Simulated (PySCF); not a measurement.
Potential energy of AlN along the bond

Set-up: basis Al def2-TZVPP, N def2-TZVPP; no relativity; PySCF 2.14. Energies in eV from Al + N in their ground configurations at the same level. State: ³Π (triplet), unpaired electrons σ ↑, π ↑.

All columns are PBE0. A positive dipole means Al(−)N(+).

| R (Å) | E (eV) | μ (D) | Mulliken charge on Al (basis-dependent) | HOMO (eV) | LUMO (eV) | Mayer bond order | ⟨S²⟩ |
| --- | --- | --- | --- | --- | --- | --- | --- |
| 1.541 | -1.656 | -2.39 | 0.38 | -7.02 | -3.85 | 1.89 | 2.01 |
| 1.613 | -2.187 | -2.46 | 0.34 | -7.04 | -3.68 | 1.85 | 2.02 |
| 1.685 | -2.473 | -2.52 | 0.32 | -6.83 | -3.53 | 1.79 | 2.02 |
| 1.738 | -2.572 | -2.57 | 0.32 | -6.69 | -3.47 | 1.72 | 2.02 |
| 1.792 | -2.599 | -2.63 | 0.31 | -6.54 | -3.43 | 1.66 | 2.03 |
| 1.846 | -2.571 | -2.71 | 0.32 | -6.40 | -3.38 | 1.58 | 2.03 |
| 1.917 | -2.473 | -2.83 | 0.33 | -6.20 | -3.31 | 1.49 | 2.04 |
| 2.007 | -2.287 | -3.02 | 0.35 | -5.96 | -3.21 | 1.37 | 2.05 |
| 2.115 | -2.012 | -3.29 | 0.37 | -5.68 | -3.09 | 1.25 | 2.06 |
| 2.258 | -1.617 | -3.61 | 0.38 | -5.30 | -2.97 | 1.12 | 2.11 |

A fit through these points gives, at Re = 1.789 Å, μ = -2.63 D and dμ/dR = -1.25 D/Å; the reduced mass is 9.219 u.

Task: How strong is the fundamental in the double-harmonic approximation, I = 42.26·(dμ/dR)²/μred km/mol?

Result: I = 42.26·(-1.25)²/9.219 = 7.16 km/mol at PBE0.

The state was picked by a PBE0 search and need not be the measured ground state.
